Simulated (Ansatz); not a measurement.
C2H5FO2 (`OC(O)CF`), relaxed with RKS PBE-D4/def2-SVP in the Gaussian-basis code of Ansatz from a rough embedded geometry. The force threshold is 0.03 eV/Å; the program also tests the step.

Charge 0, multiplicity 1.

Start:

```xyz
10

O    -1.296   -0.665   -0.504
C    -0.335   -0.142    0.375
O     0.418   -1.245    0.896
C     0.580    0.942   -0.251
F     1.089    0.334   -1.436
H    -0.720   -0.802   -1.376
H    -0.895    0.362    1.205
H    -0.262   -1.739    1.365
H     1.407    1.168    0.315
H     0.014    1.787   -0.588
```

**Question.** By how much does the energy fall, and how many steps does the optimiser take? (An estimate is asked.)

**Answer.** The calculation gave: 0.46 eV, in 6 steps, 1 of them rejected.

**Question.** Which bonds change most? (Estimate.)

**Answer.** The calculation gave: C4–H9 from 1.027 to 1.110 Å; O1–H6 from 1.054 to 0.981 Å; C4–H10 from 1.072 to 1.111 Å; C4–F5 from 1.426 to 1.394 Å.

**Question.** Give the relaxed structure. (Best estimate.)

**Answer.** Ansatz gave: 
```xyz
10

O    -1.281   -0.625   -0.541
C    -0.362   -0.115    0.389
O     0.440   -1.120    0.968
C     0.579    0.880   -0.286
F     1.041    0.313   -1.472
H    -0.740   -0.859   -1.325
H    -0.974    0.417    1.158
H    -0.177   -1.814    1.271
H     1.445    1.111    0.370
H     0.029    1.813   -0.532
```
